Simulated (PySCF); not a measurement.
## One molecule, a ladder of functionals, a line

Molecule: fluoroacetonitrile (FCC#N, C$_{2}$H$_{2}$FN).

Geometry:
| atom | x (Å) | y (Å) | z (Å) |
| --- | --- | --- | --- |
| N1 | 1.381 | -0.518 | -1.551 |
| C2 | 0.634 | -0.253 | -0.710 |
| C3 | -0.312 | 0.080 | 0.359 |
| F4 | -0.598 | 1.408 | 0.369 |
| H5 | 0.130 | -0.215 | 1.326 |
| H6 | -1.237 | -0.501 | 0.207 |

GIAO shieldings (ppm, equivalent atoms averaged) in PySCF 2.14 on the PBE0-D3(BJ)/def2-SVP geometry, basis pcSseg-2, gas phase, non-relativistic:

```csv
functional,exact exchange (%),σ(C3),σ(F4)
BLYP,0,103.1,418.4
BP86,0,107.6,423.1
PBE,0,107.7,422.5
B3LYP,20,109.3,427.5
PBE0,25,115.0,432.5
mPW1PW91,25,114.3,431.9
HF,100,130.4,451.8
```

(1) Fit each shielding as a line in the percentage of exact exchange.

(2) What does the line predict for BHandHLYP (50 %), and what does the run give?

Results:

(1) σ(C3) = 106.6 + 0.24 x (rms 2.0 ppm); σ(F4) = 422.3 + 0.31 x (rms 2.0 ppm). The functionals also differ in their semilocal parts, which the line can't hold; Hartree–Fock has no correlation at all.

(2) σ(C3): 118.6 predicted, 117.6 computed; σ(F4): 437.8 predicted, 437.9 computed ppm.
